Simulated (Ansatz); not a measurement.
Correlation energies of Al₂H₅N, SMILES `[NH2][AlH][AlH2]` by basis set

```
atom    x (Å)    y (Å)    z (Å)
  N1   0.7198  -1.3892   0.9019
 Al2   0.5775   0.3526   0.5988
 Al3  -1.0775   1.0795  -1.2641
  H4   0.2037  -2.1013   0.4103
  H5   1.3244  -1.8112   1.5895
  H6   1.4984   1.2718   1.5181
  H7  -1.2505   2.5914  -1.7434
  H8  -1.9958   0.0066  -2.0111
```

Total charge 0; spin multiplicity 1. All single points use the PBE0-D4/def2-TZVP geometry. It is one conformer, not always the lowest. Frozen core, restricted reference, Ansatz. CBS rows extrapolate triple and quadruple zeta; past MP2 they add the triple-zeta difference.

```
     basis     HF (Eh)  MP2 corr.  CCSD corr.       (T)  CCSD(T) total
  def2-SVP  -541.00635   -0.30095    -0.34323  -0.00822     -541.35780
def2-TZVPP  -541.24773   -0.37605    -0.41641  -0.01372     -541.67786
def2-QZVPP  -541.26504   -0.40336           –         –              –
 CBS(def2)  -541.26742   -0.42359    -0.46396     as TZ     -541.74510
```
